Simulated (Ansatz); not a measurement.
Input file:

```yaml
crystal:
  periodic: [false, false, false]
  atoms:
    - {symbol: Mo, position_ang: [0.000000, 0.000000, 0.000000]}
    - {symbol: N, position_ang: [0.000000, 0.000000, 1.583400]}
basis:
  gaussian: {orbitals: def2-SVP}
total_charge: 1
magnetization: {spin_polarized: true, initial_magnetization: 2}
correlation: {method: ccsd_t, electrons: outside_noble_gas}
```

```sh
$ ansatz run in.yaml --threads 1 --pin off --events-out ev --progress --plain --max-ram 2393MiB
```

The program prints:

```
469 factors; integrals over basis functions are off by at most 1.4e-3 eV
mean field evaluation 1: about -3291.4039 eV, gradient 6.1e1 eV
mean field evaluation 2: about -3291.5914 eV, gradient 6.0e1 eV
mean field evaluation 4: about -3306.7564 eV, gradient 5.8e0 eV
mean field evaluation 8: about -3307.0356 eV, gradient 1.0e0 eV
mean field evaluation 16: about -3307.6470 eV, gradient 6.6e-6 eV
mean field evaluation 32: about -3309.7101 eV, gradient 2.9e-6 eV
mean field evaluation 64: about -3309.7101 eV, gradient 2.8e-6 eV
mean field evaluation 96: about -3298.1613 eV, gradient 3.8e-2 eV
mean field evaluation 128: about -3306.1079 eV, gradient 2.4e-2 eV
mean field evaluation 160: about -3309.5556 eV, gradient 5.0e-1 eV
...
cycle   2  -7.79661878 eV  change    3.1e-3 eV  update   3.5e-3
cycle   3  -7.79949036 eV  change   -2.9e-3 eV  update   1.9e-3
cycle   4  -7.80113957 eV  change   -1.6e-3 eV  update   8.2e-4
cycle   5  -7.80353968 eV  change   -2.4e-3 eV  update   3.9e-4
cycle   6  -7.80478543 eV  change   -1.2e-3 eV  update   1.6e-4
cycle   7  -7.80506712 eV  change   -2.8e-4 eV  update   7.9e-5
cycle   8  -7.80520300 eV  change   -1.4e-4 eV  update   2.9e-5
cycle   9  -7.80526674 eV  change   -6.4e-5 eV  update   1.5e-5
cycle  10  -7.80530286 eV  change   -3.6e-5 eV  update   6.1e-6
cycle  11  -7.80531371 eV  change   -1.1e-5 eV  update   2.0e-6
perturbative correction -0.37414142 eV, -0.0137494437 hartree
WARN: the results are in doubt because among natural orbitals full CI differs from the method by -0.086 eV
Total energy: -3317.88952122 eV, -121.9301909586 hartree
In doubt: among natural orbitals full CI differs from the method by -0.086 eV
```

Ran on 1 thread of Arm Neoverse V2, shared host: 6.5 s wall, 0.12 GiB peak host memory.
